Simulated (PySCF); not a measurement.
Gas-phase reaction: 3 Si2O2 + 2 O3 ⇌ 6 SiO2

Computed with PySCF and rigid-rotor harmonic-oscillator thermochemistry at 1 bar. † marks an energy on the PBE0/def2-TZVP geometry and frequencies; other levels use their own. 6-31G* has spherical d functions here. All species are closed-shell singlets. Si2O2: computed as isolated molecules; such fragments, hydroxides, amides, oligomers or adducts are transient or little studied in the gas. Strong static correlation: O3.

PBE0/def2-SVP† gives ΔH°(298 K) = -494 kJ.

**Question.** What do HF/6-31G*, PBE0/def2-TZVP, PBE0/def2-QZVP† give?

**Answer.** HF/6-31G*: -599 kJ; PBE0/def2-TZVP: -631 kJ; PBE0/def2-QZVP†: -641 kJ. For scale, ΔH°(298 K) is -494 kJ at this level, -638 kJ at ωB97M-V/def2-TZVP†, and runs from -2566 to -494 kJ over the 20 levels computed.
